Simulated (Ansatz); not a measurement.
## Changing the shape of C3H5 (charge +1), singlet

Calculated in Ansatz's Gaussian-basis code. Basis aug-cc-pVDZ, nonrelativistic, 3 orbitals frozen in the corrections; active space CAS(2,3). Restricted Hartree–Fock, then the lowest state-specific CASSCF solution met for each case. On stretched bonds single-reference methods can fail or change state. Solutions in different active orbitals can move differences by tenths of an eV and at times more than 1 eV.

Case A:

```tsv
atom	x (Å)	y (Å)	z (Å)
C	-0.0232	0.5021	0.0012
C	0.0007	-0.2109	-1.1831
C	0.0192	-0.2155	1.1821
H	-0.0735	1.5859	0.0037
H	0.2106	0.2686	-2.1361
H	-0.1913	-1.2820	-1.1970
H	0.0039	0.2760	2.1518
H	0.0696	-1.3026	1.1764
```

Case B:

```xyz
8

C    -0.0429    0.5007    0.0044
C     0.0018   -0.2038   -1.1843
C     0.0351   -0.2215    1.1806
H    -0.1359    1.5817    0.0138
H     0.4162    0.2293   -2.0915
H    -0.3794   -1.2211   -1.2481
H     0.0064    0.2633    2.1534
H     0.1284   -1.3057    1.1680
```

Case C:

```xyz
8

C    -0.0538    0.4994    0.0133
C     0.0041   -0.1830   -1.1876
C     0.0425   -0.2415    1.1766
H    -0.1707    1.5777    0.0419
H     0.7774    0.0197   -1.9248
H    -0.7283   -0.9495   -1.4332
H     0.0050    0.2255    2.1578
H     0.1597   -1.3230    1.1447
```

Case D:

```csv
atom,x (Å),y (Å),z (Å)
C,0.0000,-0.5026,0.0000
C,0.0000,0.2134,-1.1826
C,0.0000,0.2134,1.1826
H,0.0000,-1.5877,0.0000
H,0.0000,-0.2806,-2.1512
H,0.0000,1.3017,-1.1794
H,0.0000,-0.2806,2.1512
H,0.0000,1.3017,1.1794
```

Energy less that of case A, in eV:

| case | RHF/ROHF | CASSCF |
| --- | --- | --- |
| B | +0.228 | +0.222 |
| C | +1.008 | +1.014 |
| D | -0.079 | -0.076 |

Give the SC-NEVPT2 energies against case A.

B: +0.201 eV; C: +0.958 eV; D: -0.070 eV.

Which case is lowest, and do the methods agree?

D is lowest in SC-NEVPT2. Of the methods shown, RHF/ROHF, CASSCF agree.
